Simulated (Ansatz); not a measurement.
# H3Si: the cost of one run

Computed with Ansatz 0.2.0 (the levels named in each step, unless a step's input says otherwise).

**1. Starting point**

Bond lengths: Si1–H2 1.449 Å, Si1–H3 1.449 Å, Si1–H4 1.449 Å. Angles: H2–Si1–H3 115.3°, H2–Si1–H4 115.3°, H3–Si1–H4 115.3°.

As a file:

```xyz
4

Si   -0.0003    0.0001    0.0308
H    -0.5644    1.2948   -0.2936
H     1.4078   -0.1568   -0.2733
H    -0.8354   -1.1391   -0.2928
```

**2. A rough first relaxation, PBE-D4/def2-SVP**

Input file input.yaml:

```yaml
crystal:
  periodic: [false, false, false]
  atoms:
    - { symbol: Si, position_ang: [-0.00028, 8.0e-05, 0.03085] }
    - { symbol: H, position_ang: [-0.56444, 1.29477, -0.29356] }
    - { symbol: H, position_ang: [1.40779, -0.1568, -0.27335] }
    - { symbol: H, position_ang: [-0.83539, -1.13911, -0.29284] }
magnetization:
  spin_polarized: true
  initial_magnetization: 1
basis:
  gaussian: { orbitals: def2-SVP }
hamiltonian:
  xc: pbe
  dispersion: d4
relax:
  f_tol: 0.03
  max_steps: 200
```

Run with:

```bash
ansatz run input.yaml --threads 2 --pin off --max-ram 5120MiB --backend cpu --events-out ev --progress --plain --runs-dir out
```

**Question.** How long does this run take on 2 threads of Arm Neoverse V1, shared host, and how much memory does it need?

About 1.8 s, with a peak of 0.091 GiB.
